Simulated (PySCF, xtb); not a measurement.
Homolysis of single bonds, series Al Cl-SH. All species are isolated molecules in the gas phase. One relaxed conformer stands for each flexible species; it need not be the lowest. Strings in code marks are SMILES.

Quantity: homolytic bond dissociation enthalpy at 298 K (no spin–orbit term), in eV. Enthalpy corrections at 298 K come from GFN2-xTB frequencies (xtb).

Level 1: PBE-D3(BJ)/def2-TZVP // CAM-B3LYP-D3(BJ)/def2-TZVP (PySCF)
Level 2: B3LYP/6-311+G** // CAM-B3LYP-D3(BJ)/def2-TZVP (PySCF)
Level 3: PBE/6-31G* // CAM-B3LYP-D3(BJ)/def2-TZVP (PySCF)
Level 4: frozen-core MP2/6-31G* // CAM-B3LYP-D3(BJ)/def2-TZVP (PySCF)

```csv
species,level 2,level 3,level 4
"S–Al bond of `[SH][Al]([SH])[SH]`, giving `[SH]` and `[SH][Al][SH]` (H–S–Al–S torsion -180°, S–Al–S–H torsion 0°)",3.63,3.79,3.77
"Cl–Al bond of `[Cl][Al]([Cl])[Cl]`, giving `[Cl]` and `[Cl][Al][Cl]`",4.59,4.73,4.73
"Al–Cl bond of `[SH][Al]([Cl])[Cl]` (H–S–Al–Cl torsion 0°), giving `[Cl]` and `[SH][Al][Cl]` (H–S–Al–Cl torsion 180°)",4.62,4.75,4.76
"S–Al bond of `[SH][Al]([Cl])[Cl]` (H–S–Al–Cl torsion 0°), giving `[Cl][Al][Cl]` and `[SH]`",3.65,3.82,3.81
"Al–Cl bond of `[SH][Al]([SH])[Cl]` (H–S–Al–Cl torsion -180°, Cl–Al–S–H torsion 0°), giving `[Cl]` and `[SH][Al][SH]` (H–S–Al–S torsion -180°, S–Al–S–H torsion 0°)",4.68,4.81,4.80
"S–Al bond of `[SH][Al]([SH])[Cl]` (H–S–Al–Cl torsion -180°, Cl–Al–S–H torsion 0°), giving `[SH]` and `[SH][Al][Cl]` (H–S–Al–Cl torsion 180°)",3.63,3.79,3.79
```

### Question
What does level 1 give for each?

### Answer

- S–Al bond of `[SH][Al]([SH])[SH]`, giving `[SH]` and `[SH][Al][SH]` (H–S–Al–S torsion -180°, S–Al–S–H torsion 0°): 3.94
- Cl–Al bond of `[Cl][Al]([Cl])[Cl]`, giving `[Cl]` and `[Cl][Al][Cl]`: 4.89
- Al–Cl bond of `[SH][Al]([Cl])[Cl]` (H–S–Al–Cl torsion 0°), giving `[Cl]` and `[SH][Al][Cl]` (H–S–Al–Cl torsion 180°): 4.91
- S–Al bond of `[SH][Al]([Cl])[Cl]` (H–S–Al–Cl torsion 0°), giving `[Cl][Al][Cl]` and `[SH]`: 3.96
- Al–Cl bond of `[SH][Al]([SH])[Cl]` (H–S–Al–Cl torsion -180°, Cl–Al–S–H torsion 0°), giving `[Cl]` and `[SH][Al][SH]` (H–S–Al–S torsion -180°, S–Al–S–H torsion 0°): 4.97
- S–Al bond of `[SH][Al]([SH])[Cl]` (H–S–Al–Cl torsion -180°, Cl–Al–S–H torsion 0°), giving `[SH]` and `[SH][Al][Cl]` (H–S–Al–Cl torsion 180°): 3.94
